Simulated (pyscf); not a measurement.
PySCF, gas phase, ωB97X-D3(BJ)/def2-SVP geometries. MP2 and CC: frozen core, UHF for open shells. ΔMP2 is the change of the MP2 total energy from the triple- to the quadruple-zeta basis.

**Question.** For the elementary gas-phase step `[CH3][GaH2]` + `[NH3]` → `[CH4]` + `[NH2][GaH2]` (singlet surface; C–Ga, H–N broken, C–H, Ga–N formed), what barrier and reaction energy does CCSD(T)/def2-TZVPP + ΔMP2(QZVPP) give, measured from the separated reactants?

**Answer.** ΔE‡ = 16.9 kcal/mol, ΔE = -17.1 kcal/mol. Zero-point energy shifts the barrier by -0.1 kcal/mol. It is a four-centre exchange, with an imaginary mode of 1596i cm⁻¹. On the reactant side the descent ends in an adduct with a Ga–N contact, 23.2 kcal/mol under the separated species and 39.0 kcal/mol under the saddle at ωB97X-D3(BJ)/def2-TZVP. What is counted as formed (Ga–N) is already present as a longer contact in the reactant adduct; forming that adduct is a step of its own. One saddle was located; it need not be the lowest between these sides. The CCSD(T) − MP2 part came from Ansatz, without density fitting, on the same reference. The frozen core leaves the outer d or s,p core shells of the metals and heavy elements correlated in the MP2 and CC values, and def2-TZVPP describes them poorly, which can shift differences by a few kcal/mol. Elements up to Kr have no core potential and no relativistic terms here.
